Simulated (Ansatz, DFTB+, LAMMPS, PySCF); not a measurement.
## Ladder of methods for the lattice parameter a of diamond-structure Si

Reference value: 5.421 Å (measured, static lattice: zero-point anharmonic expansion removed; as tabulated in Mejia-Rodriguez and Trickey (2018), arXiv:1807.09216).

| level (code) | value (Å) | error (%) |
|---|---|---|
| Tersoff Si.tersoff.modc (LAMMPS) | 5.434 | +0.24 |
| DFTB Si–O set cp2k-nonscc-sid (DFTB+) | 5.392 | -0.53 |
| SNAP Si_Zuo_JPCA2020.quadratic.snap (LAMMPS) | 5.464 | +0.79 |
| PBE (Ansatz) | 5.470 | +0.90 |
| rVV10 (Ansatz) | 5.485 | +1.18 |
| r²SCAN+rVV10 (Ansatz) | 5.436 | +0.28 |
| r²SCAN0 (Ansatz) | 5.426 | +0.09 |
| Hartree–Fock (Ansatz) | 5.506 | +1.57 |
| MP2 (PySCF) | 5.389 ± 0.02 | -0.59 |

Leaving aside DFTB Si–O set cp2k-nonscc-sid (files made for compounds): Of the ranked levels r²SCAN0 (+0.09 %) comes nearest. Among them Hartree–Fock (+1.57 %) misses by most. Within 2 %: Tersoff Si.tersoff.modc, SNAP Si_Zuo_JPCA2020.quadratic.snap, PBE, rVV10, r²SCAN+rVV10, r²SCAN0, Hartree–Fock, MP2.

A ± on a computed value is a rough bar: the spread of its extrapolation, a floor set from checks against published values, or a statistical error. DFTB Si–O set cp2k-nonscc-sid: this tight-binding set is not self-consistent in the charges. Cutoffs and k meshes differ between the levels. Ansatz's density-functional and Hartree–Fock values are scalar-relativistic unless marked +SOC, with PAW data made under PBE.

Empirical potentials (Tersoff Si.tersoff.modc) are fitted to chosen data: where that held the value shown, agreement is built in, and what lay outside the fit can be far off. Machine-learned potentials (SNAP Si_Zuo_JPCA2020.quadratic.snap) are trained on DFT data: a solid inside that data is no test of them.

Differences are worked out from the printed values.

Ansatz is an electronic-structure program.
